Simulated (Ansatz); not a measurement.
Geometry optimisation, Ansatz, UKS B3LYP/def2-SVP.

input.yaml

```yaml
crystal:
  periodic: [false, false, false]
  atoms:
    - { symbol: H, position_ang: [-0.6607, 0.185, 0.2712] }
    - { symbol: H, position_ang: [-1.6252, 0.2702, 0.1973] }
    - { symbol: S, position_ang: [1.1219, 0.0034, 0.3893] }
    - { symbol: H, position_ang: [1.164, -0.4585, -0.8578] }
magnetization:
  spin_polarized: true
  initial_magnetization: 1
basis:
  gaussian: { orbitals: def2-SVP }
hamiltonian:
  xc: b3lyp
relax:
  f_tol: 0.15
  max_steps: 25
  restrain:
    - { distance: [0, 2], at: 1.36, k: 30.0 }
    - { distance: [1, 0], at: 1.92, k: 30.0 }
```

Run as:

```bash
$ ansatz run input.yaml --threads 1 --pin off --max-ram 2048MiB --backend cpu --events-out ev --progress --plain --runs-dir out
```

Q: Where does it end, and by what steps?

A: The run converged. The restraints hold the end off the free minimum. The force dipped under the threshold on the way, but the program's further checks kept it going. After 4 steps the energy has risen by 0.184 eV (the restraints' own energy left out); H2 moved furthest, 0.50 Å. Joined: H1–S3.

```
step  energy less start (eV)  largest force component (eV/Å)  accepted
   0                  0.0000                           2.211       yes
   1                  0.3185                           1.570       yes
   2                  0.2151                           1.161       yes
   3                  0.1835                           0.038       yes
   4                  0.1837                           0.034       yes
```

```xyz
4
Properties=species:S:1:pos:R:3
H -0.215 0.146 0.316
H -2.122 0.320 0.170
S 1.135 0.004 0.390
H 1.201 -0.470 -0.876
```

Time of the run: 4.4 s on 1 thread of Arm Neoverse V1, with other jobs on the host, peak memory 0.09 GiB.
